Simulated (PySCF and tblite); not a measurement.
# C4H9F, numbered as in [CH3:1][CH2:2][CH2:3][CH2:4][F:5]: conformational analysis

The ensemble was built from 90 distance-geometry starts (ETKDG and KDG, MMFF94s, GFN2-xTB) and rests on PBE0-D3(BJ)/def2-SVP geometries. Weights use PBE0-D3(BJ)/def2-TZVP (IEF-PCM, chloroform) energies plus GFN2-xTB zero-point and thermal terms (modes under about 100 cm⁻¹ blended into free rotors). Symmetry numbers and mirror images are counted. Conformers within 3 kcal/mol (GFN2-xTB free energy) were kept, 8 at most. GIAO shieldings: wB97X-D/pcSseg-1 (IEF-PCM, chloroform). Couplings: B3LYP/pcJ-1 (gas phase; spin-dipole term only for pairs with B, N, F, Si or P). Couplings are for ¹³C, ¹⁹F, ¹H; a prime marks the second kind of pair between the same two sets of atoms. Shifts are against TMS (¹H), TMS (¹³C), CFCl3 (¹⁹F) at the same level. Programs: PySCF with density fitting and tblite.

Torsions listed: C1–C2–C3–C4, C2–C3–C4–F5. Of a mirror pair one member is shown.

```csv
conformer,shape,symmetry,E(GFN2) kcal/mol,E(DFT) kcal/mol,G(298.15 K) kcal/mol,weight %,dipole D
1,"178°, -60°",C1 (pair),0.05,0.00,0.00,46.5,2.00
2,"180°, 180°",Cs,0.00,0.16,0.46,21.3,2.19
3,"-65°, -58°",C1 (pair),0.68,0.49,0.59,17.3,2.00
4,"-65°, -177°",C1 (pair),0.37,0.85,0.88,10.6,2.22
5,"-66°, 69°",C1 (pair),0.98,1.22,1.40,4.4,2.11
```

Weights (%) against temperature:

| T (K) | 1 | 2 | 3 | 4 | 5 | S(mix) cal/mol/K |
| --- | --- | --- | --- | --- | --- | --- |
| 150 | 63.6 | 22.1 | 10.4 | 3.3 | 0.7 | 3.07 |
| 200 | 55.9 | 22.2 | 13.9 | 6.1 | 1.9 | 3.41 |
| 250 | 50.4 | 21.8 | 16.0 | 8.6 | 3.2 | 3.64 |
| 298.15 | 46.5 | 21.3 | 17.3 | 10.6 | 4.4 | 3.79 |
| 400 | 41.0 | 20.2 | 18.6 | 13.5 | 6.6 | 3.98 |

Averaged shifts at 298.15 K. ¹H: 4.52 (H4, 2H), 1.46 (H3, 2H), 1.26 (H2, 2H), 1.01 (H1, 3H) ppm. ¹³C: 85.2 (C4), 35.1 (C3), 20.8 (C2), 15.7 (C1) ppm. ¹⁹F: -240.0 (F5) ppm.

Averaged couplings (Hz): ¹J(C1,C2) 37.4, ¹J(C1,H1) 131.7, ²J(C1,H2) -3.5, ³J(C1,H3) 3.9, ¹J(C2,C3) 36.3, ³J(C2,F5) 6.0, ²J(H1,C2) -3.5, ¹J(C2,H2) 131.0, ²J(C2,H3) -3.5, ³J(C2,H4) 4.4, ¹J(C3,C4) 40.0, ²J(C3,F5) 18.9, ³J(H1,C3) 5.8, ²J(H2,C3) -3.6, ¹J(C3,H3) 130.4, ²J(C3,H4) -0.9, ¹J(C4,F5) -233.9, ³J(H2,C4) 3.8, ²J(H3,C4) -3.5, ¹J(C4,H4) 151.8, ⁵J(H1,F5) 0.6, ³J(H3,F5) 21.0, ²J(H4,F5) 54.5, ²J(H1,H1) -14.1, ³J(H1,H2) 8.3, ²J(H2,H2) -15.0, ³J(H2,H3) 5.9, ³J(H2,H3′) 11.6, ²J(H3,H3) -15.1, ³J(H3,H4) 7.3, ³J(H3,H4′) 7.0, ²J(H4,H4) -10.4. Computed couplings to fluorine can be off by tens of per cent at such levels.

Coordinates of conformer 1 (Å):

```xyz
14

C     1.940    0.220   -0.004
C     0.589   -0.377    0.353
C    -0.587    0.425   -0.188
C    -1.928   -0.195    0.121
F    -2.014   -1.453   -0.431
H     2.071    0.284   -1.096
H     2.049    1.239    0.401
H     2.767   -0.386    0.395
H     0.494   -0.461    1.450
H     0.515   -1.406   -0.036
H    -0.578    1.448    0.229
H    -0.492    0.536   -1.282
H    -2.752    0.417   -0.285
H    -2.075   -0.291    1.212
```

Coordinates of conformer 2 (Å):

```xyz
14

C    -1.928   -0.243    0.331
C    -0.594    0.480    0.243
C     0.568   -0.450   -0.072
C     1.894    0.267   -0.158
F     2.903   -0.621   -0.441
H    -2.751    0.451    0.561
H    -2.172   -0.746   -0.618
H    -1.912   -1.015    1.117
H    -0.396    1.006    1.195
H    -0.651    1.269   -0.528
H     0.644   -1.236    0.700
H     0.389   -0.971   -1.028
H     2.131    0.772    0.797
H     1.874    1.037   -0.950
```

Unscaled ¹⁹F shifts at such levels can be off by tens of ppm; differences between conformers or isomers are more reliable. Shifts are unscaled: against experiment ¹³C can be off by 15 ppm or more and ¹H by 0.8 ppm.

Search and properties took 3.5 min on 1 thread of Arm Neoverse V1 (shared host) (rough), launched as `OMP_NUM_THREADS=1 python ens_run.py task.json out`.
